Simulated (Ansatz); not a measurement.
# SiNH5 (singlet): wave-function methods side by side at a displaced geometry (v1), cc-pVDZ

Aim: climb from Hartree-Fock through coupled cluster and multireference methods for SiNH5 (singlet) at one geometry and basis, and see what each rung misses.

Method: cc-pVDZ, correlated electrons: outside noble gas; program: Ansatz 0.2.0, Gaussian basis.

The runs, in order: UHF; CCSD(T) on RHF; BCCD(T) on RHF; CISD; CCSDT(Q) on RHF; CASSCF and NEVPT2, 8 electrons in 8 orbitals.

## Step 1: The geometry

The geometry is a PBE0/def2-TZVP stationary point (not a proven minimum) with its atoms shifted at random (size 0.040 Å).

7 atoms, charge 0, spin multiplicity 1.

Atoms are counted from 1 here; the program's logs count them from 0.

Bond lengths: Si1–N2 1.732 Å, Si1–H3 1.457 Å, Si1–H4 1.436 Å, Si1–H5 1.557 Å, N2–H6 1.031 Å, N2–H7 1.066 Å. Angles: N2–Si1–H3 105.5°, N2–Si1–H4 108.1°, N2–Si1–H5 111.9°, H3–Si1–H4 110.8°, H3–Si1–H5 112.2°, H4–Si1–H5 108.2°, Si1–N2–H6 121.1°, Si1–N2–H7 118.6°, H6–N2–H7 110.3°.

In the tables R marks a restricted determinant and U an unrestricted one; 'frontier' is the active space of 8 electrons in 8 orbitals; correlation energies count from the lowest restricted Hartree-Fock solution.

## Step 2: UHF

File in.yaml:

```yaml
crystal:
  periodic: [false, false, false]
  atoms:
    - {symbol: Si, position_ang: [-0.008332, 0.003716, 0.580675]}
    - {symbol: N, position_ang: [0.056031, -0.012426, -1.149613]}
    - {symbol: H, position_ang: [0.734419, -1.173801, 1.010128]}
    - {symbol: H, position_ang: [0.631640, 1.204754, 1.039931]}
    - {symbol: H, position_ang: [-1.473544, 0.000248, 1.107862]}
    - {symbol: H, position_ang: [-0.242375, -0.841089, -1.685031]}
    - {symbol: H, position_ang: [-0.196620, 0.879021, -1.677521]}
basis:
  gaussian: {orbitals: cc-pVDZ}
magnetization: {spin_polarized: true, initial_magnetization: 0}
hamiltonian: {xc: hf}
output: {orbitals: {seedname: orbitals}}
```

On the command line:

```bash
$ ansatz run in.yaml --threads 1 --pin off --events-out ev --progress --plain --max-ram 2176MiB
```

The runs that follow: CCSD(T) on RHF; BCCD(T) on RHF; CISD; CCSDT(Q) on RHF; CASSCF and NEVPT2, 8 electrons in 8 orbitals.

Before running them: what should the planned runs give, taken together? Wanted: correlation energy, RCCSDT(Q); RMP2 from RCCSDT(Q); RCCSD from RCCSDT(Q); RCCSD(T) from RCCSDT(Q); NEVPT2 frontier from RCCSDT(Q); T1 diagnostic.

The runs gave:

| quantity | value |
| --- | --- |
| correlation energy, RCCSDT(Q) | -8.9052 eV |
| RMP2 from RCCSDT(Q) | +1178.6 meV |
| RCCSD from RCCSDT(Q) | +224.4 meV |
| RCCSD(T) from RCCSDT(Q) | +34.0 meV |
| NEVPT2 frontier from RCCSDT(Q) | +1374.5 meV |
| levels within 1 kcal/mol (43 meV) | RCCSD(T), BCCD(T), RCCSDT |
| T1 diagnostic | 0.010 |

In words: RCCSD(T) lands +34.0 meV from the yardstick (0.4 % of the correlation energy). Of the multireference levels listed NEVPT2 frontier comes nearest (+1374.5 meV). These misses are within one basis and frozen core, not against nature; frozen cores of the runs differ by up to some meV.
